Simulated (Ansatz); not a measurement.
# B2H5Si: the cost of one run

All numbers below are computed with Ansatz 0.2.0 (UKS PBE/6-31G).

## (1) The starting structure

Bond lengths: B1–Si2 1.918 Å, Si2–B3 1.918 Å, B1–H4 1.176 Å, B1–H5 1.175 Å, Si2–H6 1.490 Å, B3–H7 1.175 Å, B3–H8 1.176 Å. Angles: B1–Si2–B3 129.3°, B1–Si2–H6 115.4°, B3–Si2–H6 115.3°, Si2–B1–H4 120.2°, Si2–B1–H5 123.3°, H4–B1–H5 116.4°, Si2–B3–H7 123.3°, Si2–B3–H8 120.3°, H7–B3–H8 116.4°.

Structure file:

```xyz
8

B    -1.1171    0.8026   -1.0843
Si    0.0052    0.3911    0.4160
B     1.0916   -1.1581    0.7312
H    -1.2868    0.0063   -1.9332
H    -1.6504    1.8400   -1.2268
H     0.0711    1.4413    1.4705
H     1.8409   -1.2492    1.6319
H     1.0456   -2.0741   -0.0054
```

## (2) Preparing the start

File input.yaml:

```yaml
crystal:
  periodic: [false, false, false]
  atoms:
    - { symbol: B, position_ang: [-1.11709, 0.80259, -1.08429] }
    - { symbol: Si, position_ang: [0.00515, 0.39109, 0.41602] }
    - { symbol: B, position_ang: [1.09159, -1.15812, 0.73124] }
    - { symbol: H, position_ang: [-1.28681, 0.00633, -1.93324] }
    - { symbol: H, position_ang: [-1.65036, 1.84004, -1.22676] }
    - { symbol: H, position_ang: [0.07108, 1.44134, 1.47052] }
    - { symbol: H, position_ang: [1.84088, -1.2492, 1.63187] }
    - { symbol: H, position_ang: [1.04556, -2.07407, -0.00536] }
magnetization:
  spin_polarized: true
  initial_magnetization: 1
basis:
  gaussian: { orbitals: "6-31G" }
hamiltonian:
  xc: pbe
relax:
  f_tol: 0.02
  max_steps: 40
output:
  orbitals: {}
```

On the command line:

```
$ ansatz run input.yaml --threads 1 --pin off --max-ram 2048MiB --backend cpu --events-out ev --progress --plain --runs-dir out
```

What time and memory should one allow on 1 thread of Arm Neoverse N1, shared host?

About 15 s, with a peak of 0.12 GiB.
